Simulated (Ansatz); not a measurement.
Ansatz (a quantum-chemistry and plane-wave program) input (MP2/LANL2DZ): The .json file is the Basis Set Exchange's LANL2DZ.

Ansatz 0.2 input:
```yaml
crystal:
  periodic: [false, false, false]
  atoms:
    - {symbol: Li, position_ang: [-0.00000000, -0.00000000, -1.52942300]}
    - {symbol: F, position_ang: [0.00000000, 0.00000000, 0.50980767]}
basis:
  gaussian:
    orbitals: LANL2DZ.json
total_charge: 1
magnetization: {spin_polarized: true, initial_magnetization: 1}
correlation: {method: mp2, electrons: outside_noble_gas}
```

Output:

```
Functional definition: HF
integrals: 0.00 GiB planned
197 factors; integrals over basis functions are off by at most 3.3e-4 eV
mean field: 0.04 GiB planned
mean field evaluation 1: about -2899.5587 eV, gradient 2.5e1 eV
mean field evaluation 2: about -2899.5879 eV, gradient 2.5e1 eV
mean field evaluation 4: about -2901.7421 eV, gradient 3.3e-1 eV
mean field evaluation 8: about -2901.7467 eV, gradient 1.1e-3 eV
mean field evaluation 16: about -2901.7464 eV, gradient 1.7e-1 eV
mean field evaluation 32: about -2901.3739 eV, gradient 3.0e-1 eV
mean field evaluation 64: about -2901.3336 eV, gradient 1.2e-3 eV
mean field -2901.74674108 eV, -106.6372258602 hartree, gradient 2.0e-6 eV, S^2 0.751801; 9 other end points of the search recorded, 0 dependent functions left out
2 core orbitals not correlated
reference -2901.74674108 eV, -106.6372258602 hartree; 4, 3 occupied and 12, 13 virtual orbitals, 197 factors
second order -1.93154884 eV of doubles, -0.00000000 eV of singles
Total energy: -2903.67828992 eV, -106.7082089708 hartree
```

The dipole moment of an ion depends on the origin.
